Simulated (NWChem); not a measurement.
methanol (CH4O); SMILES OC

Program: NWChem. The geometry was optimised at PBE0/def2-SVP. Total energies compare along this basis series because the functional is fixed.

```tsv
level	basis functions	energy (Ha)	highest occupied level (eV)	orbital gap (eV)	dipole (D)
PBE/3-21G	26	-114.9247	-5.14	7.24	1.68
PBE/pcseg-1	48	-115.5561	-5.97	6.54	1.63
PBE/aug-pcseg-1	82	-115.5683	-6.31	…	1.52
PBE/pcseg-2	116	-115.6326	-6.25	6.03	1.59
PBE/def2-TZVPP	118	-115.6318	-6.18	6.39	1.53
PBE/def2-QZVP	234	-115.6403	-6.27	6.11	1.54
```

Task: What belongs in the gaps?

Result: 
- PBE/aug-pcseg-1, orbital gap (eV): 5.63
